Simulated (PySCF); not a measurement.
# C4H7N (Isopropyl Isocyanide): the cost of one run

Computed with PySCF 2.14.0, with density-fitted response routines of our own, on a single molecule in the gas phase. Atoms are numbered from 0 throughout.

## Step 1: The starting structure

12 atoms, charge 0, multiplicity 1; geometry from: MMFF94s. The atoms were then displaced at random by about 0.03 Å, so the start is not that level's minimum.

Bonds of the start (Å): C0–N1 1.09, N1–C2 1.42, C2–C3 1.67, C2–C4 1.50, C2–H5 1.11, C3–H6 1.10, C3–H7 1.06, C3–H8 1.02, C4–H9 1.10, C4–H10 1.04, C4–H11 1.09.

## Step 2: Relaxing the molecule at PBE0-D3(BJ)/def2-SVP

The job: settings as JSON, then the geometry in Å.

```
{"job": {"xc": "PBE0", "basis": "def2-SVP", "d3": "d3bj", "grid": 1, "shake": 0.03, "kind": "geom"}, "charge": 0, "multiplicity": 1}
C     -0.496630     2.607850    -0.165830
N     -0.358850     1.549640     0.079170
C     -0.139310     0.184640     0.395570
C      1.431160    -0.177690    -0.026180
C     -1.126660    -0.728140    -0.266680
H     -0.166280     0.104440     1.503540
H      1.590340    -1.226950     0.251780
H      2.116740     0.480260     0.452230
H      1.448330    -0.056280    -1.040450
H     -0.957800    -1.765080     0.056170
H     -1.116010    -0.624890    -1.299830
H     -2.109550    -0.430550     0.111520
```

On the command line:

```sh
> OMP_NUM_THREADS=1 python probes_run.py task.json out
```

The driver reads the jobs from task.json and runs them one after another.

Q: Estimate the wall time and peak memory of this first job on 1 thread of Arm Neoverse V1, shared host.

About 29 s, with a peak of 0.47 GiB.
